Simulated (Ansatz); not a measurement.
# Worked example: a bond strength in BNH2Cl (SMILES N[B]Cl)

BNH2Cl: 5 atoms, total charge 0, spin state doublet. As SMILES, `N[B]Cl`. Geometry: optimised at wB97X-V/def2-SVP. This is one conformer, not always the lowest.

```xyz
5

N    -0.3379    0.4137   -0.2559
B    -0.1032   -0.5479    0.7135
Cl    1.3533   -1.5306    0.7812
H    -1.1849    0.9691   -0.2790
H     0.3226    0.6220   -1.0013
```

Wanted: the dissociation energy of the H5–N1 bond into doublet H and singlet BNHCl (shapes relaxed at wB97X-V/def2-SVP, no zero-point term). 1 Eh = 2625.50 kJ/mol = 27.2114 eV. Totals in Eh; open shells run unrestricted unless said.

| level | program | BNH2Cl | doublet H | singlet BNHCl |
| --- | --- | --- | --- | --- |
| UHF/def2-TZVPP | Ansatz | -539.874258 | -0.499810 | -539.301965 |
| UBLYP/def2-TZVPP | Ansatz | -541.034459 | -0.497552 | -540.469342 |
| U-r2SCAN/def2-TZVPP | Ansatz | -540.991358 | -0.499927 | -540.412024 |

Task: Work out the dissociation energy at each level.

Result: 
1. UHF/def2-TZVPP: (-0.499810) + (-539.301965) − (-539.874258) = 0.072483 Eh = 190.3 kJ/mol = 1.97 eV.
2. UBLYP/def2-TZVPP: (-0.497552) + (-540.469342) − (-541.034459) = 0.067565 Eh = 177.4 kJ/mol = 1.84 eV.
3. U-r2SCAN/def2-TZVPP: (-0.499927) + (-540.412024) − (-540.991358) = 0.079407 Eh = 208.5 kJ/mol = 2.16 eV.

The levels span 177 to 208 kJ/mol; no measured value is set beside them. A fragment with an even electron count was run as a singlet and may have a lower triplet. A bond enthalpy at 298 K also holds the loss of zero-point energy and thermal terms.
